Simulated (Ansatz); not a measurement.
Species: ClF, net charge 0, singlet state. 
Coordinates optimised at B3LYP-D3(BJ)/def2-TZVP (Ansatz, a program for electronic structure):
SMILES: FCl
```xyz
2

F      0.0000     0.0000    -1.0729
Cl     0.0000     0.0000     0.5680
```
Charge 0, spin multiplicity 1.

Wanted: vertical electron affinity (to the doublet state of charge -1; a negative value means that the extra electron is unbound and the number depends on the basis; each state is the SCF solution reached for its spin), in eV. Correlated levels leave the core frozen unless marked. UHF or UKS for open shells. No spin-orbit coupling. No relativistic terms. Anions need diffuse functions: aug- sets have them; def2-D sets add few. CBS marks a two-point X^-3 extrapolation of the correlation energy; Hartree-Fock from the larger set.

```tsv
level	program	vertical electron affinity (eV)	minus last row
PBE/def2-TZVPD	Ansatz	0.75	0.19
B3LYP/def2-TZVPD	Ansatz	0.78	0.22
wB97X-V/def2-TZVPD	Ansatz	0.57	0.01
CCSD/CBS(def2-TZVPPD,def2-QZVPPD)	Ansatz	0.51	-0.05
CCSD(T)/aug-cc-pV(D+d)Z	Ansatz	0.33	-0.23
CCSD(T)/aug-cc-pV(T+d)Z	Ansatz	0.43	-0.13
CCSD(T)/def2-TZVPPD	Ansatz	0.39	-0.17
CCSD(T)/aug-cc-pV(Q+d)Z	Ansatz	0.51	-0.05
CCSD(T)/def2-QZVPPD	Ansatz	0.47	-0.09
CCSD(T)/CBS(aug-cc-pV(T+d)Z,aug-cc-pV(Q+d)Z)	Ansatz	0.56	0.00
```
